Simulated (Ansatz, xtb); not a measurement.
Relative energy of two structures of C2H3F−

Structure a: a doublet given by its coordinates. Structure b: the doublet with the links of `[CH2-][CH]F`. Both are isolated ions in the gas phase, relaxed with PBE0-D3(BJ)/def2-SVPD; the shapes shown needn't be the lowest conformers.

a (Å):

```yaml
atoms:
  - { symbol: C, position_ang: [0.3648, 0.6310, 0.7113] }
  - { symbol: C, position_ang: [1.1293, -0.5217, 0.1125] }
  - { symbol: F, position_ang: [0.3193, -0.8553, -1.0641] }
  - { symbol: H, position_ang: [0.8852, 0.9774, 1.6212] }
  - { symbol: H, position_ang: [-0.6824, 0.3676, 1.0053] }
  - { symbol: H, position_ang: [0.2716, 1.5097, 0.0247] }
```

Close contacts (Å): C1–C2 1.51, C2–F3 1.47, C1–H4 1.10, C1–H5 1.12, C1–H6 1.12.

b (Å):

```yaml
atoms:
  - { symbol: C, position_ang: [-0.5661, 1.3471, 0.3808] }
  - { symbol: C, position_ang: [0.7211, 0.7619, 0.4023] }
  - { symbol: F, position_ang: [1.6418, 1.2740, 1.4090] }
  - { symbol: H, position_ang: [-1.0950, 1.2844, -0.5807] }
  - { symbol: H, position_ang: [-1.2262, 1.2528, 1.2574] }
  - { symbol: H, position_ang: [1.2796, 0.7629, -0.5476] }
```

Quicker runs give these differences E(b) − E(a): GFN2-xTB −14.7 kcal/mol; HF/STO-3G −6.2 kcal/mol (at GFN2-xTB geometries); r2SCAN-D4/def2-SVPD −10.3 kcal/mol (at GFN2-xTB geometries).

Problem. Estimate E(b) − E(a) at the level CCSD(T)/def2-SVPD + ΔMP2/def2-TZVPPD.

Solution. Calculated at CCSD(T)/def2-SVPD + ΔMP2/def2-TZVPPD: E(b) − E(a) = −10.0 kcal/mol, so structure b lies lower.

Level by level:

```json
{"level": "GFN2-xTB", "geometry": "GFN2-xTB", "E(b) − E(a) (kcal/mol)": "−14.7", "departure from the last row (kcal/mol)": "−4.7", "job, with rough time for the two": "optimisation, 0.27 s"}
{"level": "HF/STO-3G", "geometry": "GFN2-xTB", "E(b) − E(a) (kcal/mol)": "−6.2", "departure from the last row (kcal/mol)": "+3.7", "job, with rough time for the two": "single point, 0.4 s"}
{"level": "r2SCAN-D4/def2-SVPD", "geometry": "GFN2-xTB", "E(b) − E(a) (kcal/mol)": "−10.3", "departure from the last row (kcal/mol)": "−0.3", "job, with rough time for the two": "single point, 6 s"}
{"level": "PBE0-D3(BJ)/def2-SVPD", "geometry": "PBE0-D3(BJ)/def2-SVPD", "E(b) − E(a) (kcal/mol)": "−11.1", "departure from the last row (kcal/mol)": "−1.1", "job, with rough time for the two": "optimisation, 56 s"}
{"level": "HF/def2-SVPD", "geometry": "PBE0-D3(BJ)/def2-SVPD", "E(b) − E(a) (kcal/mol)": "−3.0", "departure from the last row (kcal/mol)": "+7.0", "job, with rough time for the two": "part of the CCSD(T) run"}
{"level": "MP2/def2-SVPD", "geometry": "PBE0-D3(BJ)/def2-SVPD", "E(b) − E(a) (kcal/mol)": "−11.0", "departure from the last row (kcal/mol)": "−1.0", "job, with rough time for the two": "part of the CCSD(T) run"}
{"level": "CCSD(T)/def2-SVPD", "geometry": "PBE0-D3(BJ)/def2-SVPD", "E(b) − E(a) (kcal/mol)": "−8.9", "departure from the last row (kcal/mol)": "+1.1", "job, with rough time for the two": "single point"}
{"level": "CCSD(T)/def2-SVPD + ΔMP2/def2-TZVPPD", "geometry": "PBE0-D3(BJ)/def2-SVPD", "E(b) − E(a) (kcal/mol)": "−10.0", "departure from the last row (kcal/mol)": "", "job, with rough time for the two": "single point, 82 s"}
```

The levels shown agree on the order. The largest departure from CCSD(T)/def2-SVPD + ΔMP2/def2-TZVPPD is that of HF/def2-SVPD, 7.0 kcal/mol. The last row adds to CCSD(T) the change of the MP2 difference between the two basis sets, here −1.1 kcal/mol.

With harmonic frequencies from PBE0-D3(BJ)/def2-SVPD (ideal gas, rigid rotor, one conformer each, 298.15 K, 1 atm): the zero-point term adds −0.1 kcal/mol; ΔH is −10.0 and ΔG −10.1 kcal/mol.

Open shells are spin-unrestricted. The correlated steps freeze 3 core orbitals. Mirror images aren't counted in ΔG. Programs: Ansatz 0.2.0, xtb 6.7.1; the last row on 2 threads of AMD EPYC (Zen 3) on a shared host.
